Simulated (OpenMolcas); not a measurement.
# One shape, several levels: H2O (water)

Wanted: a comparison of 3 runs (PBE0/3-21G, r2SCAN/3-21G, CCSD(T)/3-21G) of H2O (water). 

The calculation is run with OpenMolcas 26.06.

## 1. The system as given

H2O has 3 atoms, charge 0, and is taken as a singlet. As SMILES, `O`. The O1–H2 distance was set to 1.679 Å, away from the relaxed value. At this shape a bond of the SMILES string is far longer than usual.

Bond lengths: O1–H3 0.960 Å. A long bond or contact: O1–H2 1.679 Å.

## 2. A single-point energy at PBE0/3-21G (run 1)

run.input

```
&GATEWAY
  BASLIB=$CurrDir
  COORD
  3
  bohr
  O     -1.66215586    -0.11515802    -0.91181175
  H      0.88155724     1.03632581     0.59583065
  H     -1.39967290    -1.90813017    -0.97625141
  BASIS=3-21G
  GROUP=NoSym

&SEWARD
  GRIDINPUT
  Grid=UltraFine
  End of Grid

&SCF
  KSDFT=PBE0
  THRESHOLDS=1e-10 1e-07 1e-07 1e-05
  PRORBITALS=1 1
```

The basis set 3-21G is read from a file made from the Basis Set Exchange's data (not shown).

Command:

```
export MOLCAS_MEM=1860
pymolcas run.input > run.log
```

Log:

```text
--- Start Module: gateway ---
[...]
--- Stop Module: gateway /rc=_RC_ALL_IS_WELL_ ---
--- Start Module: seward ---
[...]
      Basis functions           13
--- Stop Module: seward /rc=_RC_ALL_IS_WELL_ ---
--- Start Module: scf ---
[...]
       Convergence after  12 Iterations
[...]
::    Total KS-DFT energy                             -75.7686535315
[...]
      Total spin, S                                     0.0000000000
[...]
      Total electronic charge=   10.000000
      Total            charge=   -0.000000
[...]
      Dipole Moment (debye):
      Origin of the operator (angstrom)=   -0.7965   -0.0799   -0.4398
                   X=  1.3830E+00               Y= -1.3161E+00               Z=  5.9619E-01           Total=  2.0001E+00
      Quadrupole Moment (debye*angstrom):
[...]
--- Stop Module: scf /rc=_RC_ALL_IS_WELL_ ---
[...]
```

Wall time 2.5 s (1 thread of Arm Neoverse V2, shared host); peak memory 0.37 GiB.

## 3. A single-point energy at r2SCAN/3-21G (run 2)

run.inp

```
* H2O Kohn-Sham DFT

&GATEWAY
  BASLIB = $CurrDir
  COORD
  3
  bohr
  O     -1.66215586    -0.11515802    -0.91181175
  H      0.88155724     1.03632581     0.59583065
  H     -1.39967290    -1.90813017    -0.97625141
  BASIS = 3-21G
  GROUP = NoSym

&SEWARD
  GRIDINPUT
  Grid=UltraFine
  End of Grid

&SCF
  KSDFT = 2
  1.0 MGGA_X_R2SCAN
  1.0 MGGA_C_R2SCAN
  THRESHOLDS = 1e-10 1e-07 1e-07 1e-05
  PRORBITALS = 1 1
```

The basis set 3-21G is read from a file made from the Basis Set Exchange's data (not shown).

Command:

```
export MOLCAS_MEM=1860
pymolcas run.inp > run.log
```

Log:

```text
--- Start Module: gateway ---
[...]
--- Stop Module: gateway /rc=_RC_ALL_IS_WELL_ ---
--- Start Module: seward ---
[...]
      Basis functions           13
--- Stop Module: seward /rc=_RC_ALL_IS_WELL_ ---
--- Start Module: scf ---
[...]
       Convergence after  14 Iterations
[...]
::    Total KS-DFT energy                             -75.8155050925
[...]
      Total spin, S                                     0.0000000000
[...]
      Total electronic charge=   10.000000
      Total            charge=   -0.000000
[...]
      Dipole Moment (debye):
      Origin of the operator (angstrom)=   -0.7965   -0.0799   -0.4398
                   X=  1.3575E+00               Y= -1.3248E+00               Z=  5.8140E-01           Total=  1.9839E+00
      Quadrupole Moment (debye*angstrom):
[...]
--- Stop Module: scf /rc=_RC_ALL_IS_WELL_ ---
[...]
```

Wall time 3.3 s (1 thread of Arm Neoverse V2, shared host); peak memory 0.37 GiB.

## 4. The energy at CCSD(T)/3-21G (run 3)

run.inp

```
&GATEWAY
  BasLib=$CurrDir
  Coord
  3
  bohr
  O     -1.66215586    -0.11515802    -0.91181175
  H      0.88155724     1.03632581     0.59583065
  H     -1.39967290    -1.90813017    -0.97625141
  Basis=3-21G
  Group=NoSym

&SEWARD

&SCF
  Thresholds=1e-10 1e-07 1e-07 1e-05
  PrOrbitals=1 1

&RASSCF
  FileOrb=$Project.ScfOrb
  Spin=1
  Nactel=0 0 0
  Inactive=5
  Ras2=0
  OutOrbitals=Canonical
  OrbListing=Nothing

&MOTRA
  JobIph
  Frozen=1

&CCSDT
  CCT
  Triples=2
  Iterations=80
  Accuracy=1e-08
  Extrapolation=5 4
```

The basis set 3-21G is read from a file made from the Basis Set Exchange's data (not shown).

Command:

```
export MOLCAS_MEM=1860
pymolcas run.inp > run.log
```

Log:

```text
--- Start Module: gateway ---
[...]
--- Stop Module: gateway /rc=_RC_ALL_IS_WELL_ ---
[...]
      Basis functions           13
[...]
       Convergence after  12 Iterations
[...]
::    Total SCF energy                                -75.4342227160
[...]
      Total spin, S                                     0.0000000000
[...]
      Number of active orbitals                  0
[...]
      Spin quantum number                      0.0
[...]
      Active orbitals                            0
[...]
      Number of CSFs                             1
[...]
      Number of root(s) required                 1
[...]
      Convergence after  4 iterations
[...]
      Natural orbitals and occupation numbers for root  1
      ************************************************************************************************************************
      *                                                    Final results                                                     *
      ************************************************************************************************************************
[...]
::    RASSCF root number  1 Total energy:    -75.43422272
[...]
      Total electronic charge=   10.000000
      Total            charge=   -0.000000
[...]
      Dipole Moment (debye):
      Origin of the operator (angstrom)=   -0.7965   -0.0799   -0.4398
                   X=  1.4945E+00               Y= -1.4332E+00               Z=  6.4302E-01           Total=  2.1682E+00
      Quadrupole Moment (debye*angstrom):
[...]
--- Start Module: motra ---
[...]
      *** WARNING: Default frozen orbitals is overwritten by user input.
      *** Default values:   1
[...]
--- Stop Module: motra /rc=_RC_ALL_IS_WELL_ ---
--- Start Module: ccsdt ---
[...]
      Convergence after                    17  Iterations
      Total energy (diff) :     -75.60953042       0.00000001
[...]
 METHOD                       : CCSD+T(CCSD)+<T3(1)WT1> = CCSD(T)
[...]
       CCSD     =       -75.6095304246125
[...]
--- Stop Module: ccsdt /rc=_RC_ALL_IS_WELL_ ---
[...]
```

Wall time 1.7 s (1 thread of Arm Neoverse V2, shared host); peak memory 0.37 GiB.

## 5. Overview of the runs

| run | level | integration grid | frozen core orbitals | energy (Eh) | dipole moment (D) of the reference | HOMO energy (eV) | LUMO energy (eV) | wall time |
| --- | --- | --- | --- | --- | --- | --- | --- | --- |
| 1 | PBE0/3-21G | UltraFine | – | -75.768654 | 2.00 | -7.43 | -2.23 | 2.5 s |
| 2 | r2SCAN/3-21G | UltraFine | – | -75.815505 | 1.98 | -5.76 | -3.24 | 3.3 s |
| 3 | CCSD(T)/3-21G | – | 1 | -75.614111 | 2.17 | -12.05 | 1.87 | 1.7 s |

## 6. What came out

| quantity | value |
| --- | --- |
| run 3: total energy | -75.61411 Eh |
| run 3: dipole moment (mean-field density) | 2.17 D |
| run 3: HOMO energy (Hartree–Fock orbitals) | -12.05 eV |
| run 3: LUMO energy (Hartree–Fock orbitals) | 1.87 eV |
| run 3: HOMO–LUMO gap (Hartree–Fock orbitals) | 13.92 eV |
| run 3: correlation energy (1 core orbital frozen) | -179.9 mEh |
| run 3: (T) correction | -4.58 mEh |

**Reading.** Totals of different functionals can't be ranked against each other. In runs 1, 2, 3 a closed-shell determinant meets a far-stretched bond, which it describes badly. All runs together took 7.6 s, the longest 3.3 s.
